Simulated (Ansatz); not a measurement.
# CH₃BF radical (SMILES B[CH]F): one structure at several levels

The task here is to estimate one member of a computed series from the others.

Computed with Ansatz 0.2.0, Gaussian basis. Level: single points in def2-TZVPP.

Correlated methods freeze the cores. Orbitals are unrestricted.

### The starting structure

SMILES `B[CH]F`, 6 atoms, charge 0, spin multiplicity 2.

Atoms are counted from 1 here; the program's logs count them from 0.

Bond lengths: B1–C2 1.499 Å, B1–H4 1.175 Å, B1–H5 1.150 Å, C2–F3 1.295 Å, C2–H6 1.092 Å. Angles: C2–B1–H4 118.3°, C2–B1–H5 120.4°, H4–B1–H5 121.2°, B1–C2–F3 122.8°, B1–C2–H6 125.4°, F3–C2–H6 111.8°.

Coordinates:

```xyz
6
charge 0, multiplicity 2
B    -0.4656   -0.0126   -0.6295
C     0.4124   -0.0331    0.5854
F     0.8518    1.0456    1.1510
H    -0.8288   -1.0385   -1.0720
H    -0.7777    0.9861   -1.1055
H     0.7740   -0.9314    1.0901
```

The first run:

Contents of run/in.yaml:

```yaml
crystal:
  periodic: [false, false, false]
  atoms:
    - {symbol: B, position_ang: [-0.465600, -0.012600, -0.629500]}
    - {symbol: C, position_ang: [0.412400, -0.033100, 0.585400]}
    - {symbol: F, position_ang: [0.851800, 1.045600, 1.151000]}
    - {symbol: H, position_ang: [-0.828800, -1.038500, -1.072000]}
    - {symbol: H, position_ang: [-0.777700, 0.986100, -1.105500]}
    - {symbol: H, position_ang: [0.774000, -0.931400, 1.090100]}
basis:
  gaussian: {orbitals: def2-TZVPP}
magnetization: {spin_polarized: true, initial_magnetization: 1}
correlation: {method: ccsd_t}
scf: {omitted_lower_state_checks: [cluster_reference]}
output: {forces: true}
```

The command line of these runs was not kept.

Among the steps run: CCSD(T)/def2-TZVPP; PBE0-D4/def2-TZVPP; wB97M-V/def2-TZVPP; r2SCAN-D4/def2-TZVPP; PBE-D4/def2-TZVPP; HSE06-D4/def2-TZVPP; SPW92/def2-TZVPP.

One of the session's tables, all rows but one given; the rest of the session is left out.

```
   method  RMS force component (eV/Å)  angle to CCSD(T) forces (°)  dipole (D)
  CCSD(T)                       0.648                    reference        1.06
  PBE0-D4                       0.552                         12.3        1.11
  wB97M-V                           ?                            ?           ?
r2SCAN-D4                       0.652                          8.8        1.12
   PBE-D4                       0.726                         13.5        1.19
 HSE06-D4                       0.550                         12.3        1.12
    SPW92                       0.562                         33.8        1.21
```

Estimate the missing values for wB97M-V.

**Answer.** RMS force component (eV/Å): 0.610; angle to CCSD(T) forces (°): 7.0; dipole (D): 1.11. In the column «RMS force component (eV/Å)» it lies between SPW92 (0.562) and CCSD(T) (0.648).
